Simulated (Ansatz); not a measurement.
**CH₅O (doublet): wave-function methods side by side at distance C1–H5 along a hydrogen transfer = 1.176 Å, cc-pVDZ**

One table from this session's results is given with a row withheld; the runs are named, their logs left out.

The runs use Ansatz 0.2.0, Gaussian basis; cc-pVDZ, core rule «outside noble gas», up to 2 orbitals frozen.

The runs, in order: UHF; CCSD(T) on ROHF; CCSD(T) on UHF; BCCD(T) on ROHF; CISD; CCSDT(Q) on ROHF; CCSDT(Q) on UHF; CASSCF and MRCISD+Q, 3 electrons in 3 orbitals; CASSCF and NEVPT2, 3 electrons in 3 orbitals.

### The system

The geometry derives from fragments relaxed apart (PBE0/def2-TZVP) and kept rigid, so it is no stationary point. A hydrogen atom is moved between rigid fragments.

7 atoms, charge 0, spin multiplicity 2.

Atoms are counted from 1 here; the program's logs count them from 0.

Bond lengths: C1–H2 1.090 Å, C1–H3 1.090 Å, C1–H4 1.090 Å, C1–H5 1.176 Å, O6–H7 0.973 Å. Angles: H2–C1–H3 109.5°, H2–C1–H4 109.5°, H2–C1–H5 109.5°, H3–C1–H4 109.5°, H3–C1–H5 109.5°, H4–C1–H5 109.5°.

The first run:

in.yaml

```yaml
crystal:
  periodic: [false, false, false]
  atoms:
    - {symbol: C, position_ang: [-1.390466, 0.028666, 0.000000]}
    - {symbol: H, position_ang: [-1.753672, 1.055967, 0.000000]}
    - {symbol: H, position_ang: [-1.753672, -0.484985, 0.889668]}
    - {symbol: H, position_ang: [-1.753671, -0.484984, -0.889669]}
    - {symbol: H, position_ang: [-0.214466, 0.028666, 0.000000]}
    - {symbol: O, position_ang: [1.291534, 0.028666, 0.000000]}
    - {symbol: H, position_ang: [1.543393, -0.911284, 0.000000]}
basis:
  gaussian: {orbitals: cc-pVDZ}
magnetization: {spin_polarized: true, initial_magnetization: 1}
hamiltonian: {xc: hf}
output: {orbitals: {seedname: orbitals}}
```

Launch:

```
$ ansatz run in.yaml --threads 1 --pin off --events-out ev --progress --plain --max-ram 4096MiB --backend cpu
```

Among the steps run: UHF; CCSD(T) on ROHF; CCSD(T) on UHF; BCCD(T) on ROHF; CISD; CCSDT(Q) on ROHF; CCSDT(Q) on UHF; CASSCF and MRCISD+Q, 3 electrons in 3 orbitals; CASSCF and NEVPT2, 3 electrons in 3 orbitals.

One of the session's tables, all rows but one given; the rest of the session is left out.

| method | from UCCSDT(Q) (kJ/mol) |
| --- | --- |
| ROHF | +982.4 |
| UHF | +967.5 |
| RMP2 | +122.2 |
| UMP2 | ? |
| CISD | +104.9 |
| RCCSD | +21.7 |
| UCCSD | +21.4 |
| RCCSD(T) | +3.3 |
| UCCSD(T) | +3.2 |
| BCCD(T) | +3.3 |
| RCCSDT | +1.4 |
| UCCSDT | +1.3 |
| RCCSDT(Q) | +0.1 |
| UCCSDT(Q) | 0 |
| CASSCF pair | +934.3 |
| NEVPT2 pair | +119.8 |
| MRCISD pair | +95.6 |
| MRCISD+Q pair | +14.4 |

Q: Estimate the row for UMP2 from the others.

The run gave: from UCCSDT(Q) (kJ/mol): +121.8. In the column «from UCCSDT(Q) (kJ/mol)» it lies between NEVPT2 pair (+119.8) and RMP2 (+122.2).

Caveats from the session: Restricted and unrestricted rows rest on different reference determinants; where their highest levels disagree by more than a few hundredths of an eV, they describe different states and don't form one ladder.
